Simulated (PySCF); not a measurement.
Structure problem from calculated spectra and properties.

Formula: CH4.

* Rotational structure: rotational constants A, B, C: 160.579, 160.568, 160.566 GHz [GFN2-xTB]
* Couplings: largest of the computed one-bond spin–spin couplings (means over like bonds): 13C–1H +131.7 (×4) Hz [B3LYP/pcJ-1]
* Dipole: 0.00 D [PBE0/pcSseg-1]
* 13C NMR: chemical shifts (computed TMS as zero) by class: -5.5 (1 C) ppm [GIAO PBE0/pcSseg-1]
* 1H NMR: chemical shifts (computed TMS as zero) by class: 0.24 (4 H) ppm [GIAO PBE0/pcSseg-1]

Electronic properties: PySCF, gas phase, density fitting. Levels stand in brackets. Geometry: GFN2-xTB; no solvent, vibrations or thermal averaging. Each NMR value is the plain mean over a class of atoms that symmetry, rotation or inversion makes alike.

Task: Give a SMILES that accounts for the data.

Result: Its formula, CH4, gives 0 degrees of unsaturation, so no ring and no π bond. The one carbon: methane carbon (-5.5 ppm). All hydrogens form one class (0.24 ppm): hydrogen on carbon. The couplings run between: +131.7 Hz, methane carbon and its hydrogen (with 3 like pairs). The vanishing dipole is forced by symmetry. The optimised geometry has point group Td and is a spherical top (the spread among constants that symmetry makes equal is optimisation noise). Structure: methane (`C`).
